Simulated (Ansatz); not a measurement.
Abridged output of a molecular run in Ansatz:

```
Functional definition: HF
1195 factors; integrals over basis functions are off by at most 9.7e-4 eV
mean field evaluation 1: about -16863.2264 eV, gradient 1.9e1 eV
mean field evaluation 2: about -16863.2298 eV, gradient 1.9e1 eV
mean field evaluation 4: about -16865.7700 eV, gradient 2.4e0 eV
mean field evaluation 8: about -16865.8542 eV, gradient 1.6e-3 eV
mean field -16865.85418919 eV, -619.8087093663 hartree, gradient 5.3e-6 eV, S^2 0.758966; 0 other end points of the search recorded, 0 dependent functions left out
11 core orbitals not correlated: weight in the atoms' cores, before any rotation towards them, 1.000 or more for the frozen orbitals, at most 0.000 for the correlated occupied ones
reference -16865.85418919 eV, -619.8087093663 hartree; 10, 9 occupied and 192, 193 virtual orbitals, 1195 factors
second order -11.28335286 eV of doubles, -0.00000000 eV of singles
cycle   1  -12.34691727 eV  change    -1.1e0 eV  update   8.3e-2
cycle   2  -12.77290436 eV  change   -4.3e-1 eV  update   2.8e-2
cycle   3  -12.81150189 eV  change   -3.9e-2 eV  update   9.9e-3
cycle   4  -12.80796462 eV  change    3.5e-3 eV  update   3.9e-3
cycle   5  -12.80704077 eV  change    9.2e-4 eV  update   1.4e-3
cycle   6  -12.80681480 eV  change    2.3e-4 eV  update   6.1e-4
cycle   7  -12.80699924 eV  change   -1.8e-4 eV  update   2.7e-4
cycle   8  -12.80709719 eV  change   -9.8e-5 eV  update   1.1e-4
cycle   9  -12.80708918 eV  change    8.0e-6 eV  update   5.1e-5
cycle  10  -12.80708155 eV  change    7.6e-6 eV  update   2.4e-5
perturbative correction -0.45892708 eV, -0.0168652592 hartree
Total energy: -16879.12019782 eV, -620.2962261914 hartree
Checks for a lower state left out: cluster_reference
```

Its atoms:

Cartesian coordinates in Å:
```
C -0.035 -0.632 1.658
Si -0.926 -0.290 0.039
Si 0.429 0.490 -1.685
H 0.344 0.298 2.094
H 0.811 -1.304 1.502
H -0.711 -1.093 2.381
H -2.116 0.583 0.261
H 1.500 -0.507 -1.956
H 1.089 1.792 -1.375
H -0.385 0.662 -2.918
```

Question: Which basis set was used?
A. cc-pV(D+d)Z
B. cc-pV(Q+d)Z
C. def2-TZVPP
D. def2-SVP

Answer: C. It gives 213 functions.

Question: Write the keys of the input that set method, charge and spin (a neutral closed shell needs none for the last two).

Answer: 
```yaml
magnetization: {spin_polarized: true, initial_magnetization: 1}
correlation: {method: ccsd_t}
scf: {omitted_lower_state_checks: [cluster_reference]}
```
